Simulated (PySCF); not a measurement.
Stepwise substitution at one centre (B H-Cl). Isolated molecules, 0 K electronic values unless said otherwise. Strings in code marks are SMILES.

Calculation: CAM-B3LYP-D3(BJ)/def2-TZVP (PySCF). All candidates: neutral, multiplicity 1. Excitations are Tamm–Dancoff values on a coarser integration grid. The basis has no diffuse functions, so Rydberg states are missing or too high.

```
Item                                           Result
-------------------------------------------  --------
LUMO                                         -0.51 eV
brightest of the four lowest singlets (TDA)   7.38 eV
S1 excitation (TDA)                           5.92 eV
```

Say which member has these values.
(A) `ClBCl`
(B) `BCl`
(C) `ClB(Cl)Cl`

C, `ClB(Cl)Cl`. The others give `ClBCl`: -0.56 eV, 7.21 eV, 5.90 eV; `BCl`: -0.69 eV, 7.64 eV, 5.08 eV
